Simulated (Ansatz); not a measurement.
Species: CH2F, net charge 0, doublet state. It need not be the lowest isomer of its formula. 
Structure (B3LYP-D3(BJ)/def2-TZVP (Ansatz, a quantum-chemistry and plane-wave program) minimum search):
```xyz
4

C     -0.0106     0.4978     0.4277
F      0.0121    -0.4855    -0.4825
H     -0.9803     0.6938     0.8618
H      0.9347     0.6892     0.9145
```
Charge 0, spin multiplicity 2.

Basis-set convergence of Hartree-Fock and CCSD correlation energies (hartree) with Ansatz. Valence correlation only, unless marked. Open shells are spin-unrestricted. Spin-orbit coupling is left out. Non-relativistic.

```tsv
basis	functions	E(HF)	E(corr, CCSD)
cc-pVDZ	38	-138.41247	-0.32457
cc-pVTZ	88	-138.46090	-0.41389
cc-pVQZ	170	-138.47244	-0.44414
```

Extrapolating the two largest sets (X = 3 and 4) as X^-3: E(corr) = (64·(-0.44414) - 27·(-0.41389))/37 = -0.4662 Eh, an estimate of the basis-set limit. The largest set recovers 95.3 % of it, the smallest 69.6 %.
